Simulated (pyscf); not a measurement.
Structures and frequencies: ωB97X-D3(BJ)/def2-SVP in PySCF.

Task: How much does it cost (ΔH, 298 K, ωB97M-D3(BJ)/def2-TZVP) to split `[NH2][Ta]([NH2])([NH2])([NH2])[NH2]` at its N–Ta bond into NH₂• + [H₂N–Ta(NH₂)(NH₂)–NH₂]•?

Result: N–Ta to NH₂• + [H₂N–Ta(NH₂)(NH₂)–NH₂]•: 3.52 eV. The 7 functionals that were run give +3.47 (PBE0-D3(BJ)) to +3.64 eV (ωB97X-D3(BJ)/def2-TZVP). The radicals are drawn with the spin at the cut bond; how far it spreads was not checked. Other isomers of [H₂N–Ta(NH₂)(NH₂)–NH₂]• were not searched in full and may lie lower. Open-shell species with a d-block atom are single-reference here; other states, and whether the spin sits on metal or ligand, were not checked. Elements past Kr carry the def2 core potentials, without spin-orbit coupling.
